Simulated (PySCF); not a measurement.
## SiB at UHF

Computed with UHF; basis Si def2-TZVPPD, B def2-TZVPPD; no relativity; PySCF 2.14.

- state: ⁴Σ⁻ (quartet), unpaired electrons σ ↑, π ↑↑
- bond length: 1.864 Å
- harmonic wavenumber: 866 cm⁻¹
- force constant: 3.49 mdyn/Å
- rotational constant Be: 0.6139 cm⁻¹
- anharmonicity ωexe: 7.60 cm⁻¹
- vibration–rotation constant αe: 0.00533 cm⁻¹
- well depth De to Si + B: 2.41 eV
- dissociation energy D0: 2.35 eV
- bond order (Mayer): 1.67
- dipole moment (positive dipole means Si(−)B(+)): -0.07 D

Hartree–Fock leaves out correlation, which carries a large part of most bond energies and some tenths to 1 eV of ionisation energies. The state was picked by a PBE0 search and need not be the measured ground state.
